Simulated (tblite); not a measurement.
Write Cartesian coordinates for `NC(=O)[CH]CCl` [radical] as optimised with GFN2-xTB. (Doublet state.)

```
atom  x, y, z in Å
N1     2.042   -0.134   -0.064
C2     0.748   -0.429   -0.392
O3     0.479   -1.194   -1.309
C4    -0.254    0.190    0.445
C5    -1.667   -0.001    0.153
Cl6   -2.355    1.595   -0.411
H7     2.275    0.575    0.607
H8     2.771   -0.497   -0.655
H9     0.038    0.868    1.231
H10   -1.807   -0.713   -0.659
H11   -2.265   -0.258    1.028
```

Orientation and origin are arbitrary. Atoms count from 1 in this order. C4 (carbon bonded to 2 C and H) is planar (angles 120.3°, 120.1° and 119.4°, sum 359.8°, 0.04 Å off the plane of its three neighbours). C2 (carbon bonded to C, N and O) is planar (angles 123.4°, 121.5° and 115.1°, sum 360.0°, 0.01 Å off the plane of its three neighbours). Of the pairs four or more bonds apart, O3···H10 is among the closest relative to their van der Waals radii: 2.43 Å, 89 % of the sum of Bondi's values. N1 (nitrogen bonded to C and 2 H) is almost planar (angles 122.2°, 118.6° and 117.9°, sum 358.7°, 0.07 Å off the plane of its three neighbours).

Bonds between heavy atoms (Å): N1–C2 1.367, C2=O3 1.224, C2–C4 1.445, C4–C5 1.455, C5–Cl6 1.827.

Structure optimised with GFN2-xTB, isolated species. This method treats the open shell by occupation alone, without spin polarisation.

Point group: C1 (no symmetry element, even within 0.4 Å). Its GFN2-xTB frequencies are all real (lowest 39 cm⁻¹). Torsions: H–N1–C2–O3 172° and 6°, N1–C2–C4–C5 177°, C2–C4–C5–Cl6 -111°.

On one thread of an Arm Neoverse V2 (shared host), this took 0.4 s wall. That covers the optimisation of the geometry.

One conformer stands for the species.

These are computed values.
